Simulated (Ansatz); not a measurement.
SiMe2 (C₂H₆Si). Total charge 0; triplet. Geometry B3LYP-D4/def2-TZVP, that of the neutral singlet; atoms count from 1.

```xyz
9

Si   -0.756   -0.479    0.947
C    -1.159    0.667   -0.523
H    -0.945    0.148   -1.466
H    -0.514    1.554   -0.508
H    -2.199    0.994   -0.540
C     1.104   -0.703    0.589
H     1.607    0.271    0.648
H     1.264   -1.069   -0.432
H     1.596   -1.383    1.284
```

At PBE0-D4/def2-TZVP a singlet of charge 0 lies 1.17 eV below the triplet at the same geometry.

(1) Estimate the Mulliken populations from the PBE0/def2-TZVP orbitals of Ansatz.

(2) Where does the spin sit?

(3) And the Mayer bond orders between heavy atoms (over 0.3)?

Results:

(1) 
| atom | charge (e) | spin (α − β) |
| --- | --- | --- |
| Si1 | 0.09 | 1.80 |
| C2 | -0.47 | 0.06 |
| H3 | 0.14 | 0.02 |
| H4 | 0.14 | 0.02 |
| H5 | 0.14 | 0.00 |
| C6 | -0.47 | 0.06 |
| H7 | 0.14 | 0.02 |
| H8 | 0.14 | 0.02 |
| H9 | 0.14 | 0.00 |
Mulliken values depend strongly on the basis.

(2) Summed by element: Si 1.80, C 0.11, H 0.09, of 2 unpaired in all. Largest on single atoms: Si1 1.80, C2 0.06, C6 0.06.

(3) Si1–C2 1.00 (1.91 Å); Si1–C6 1.00 (1.91 Å).
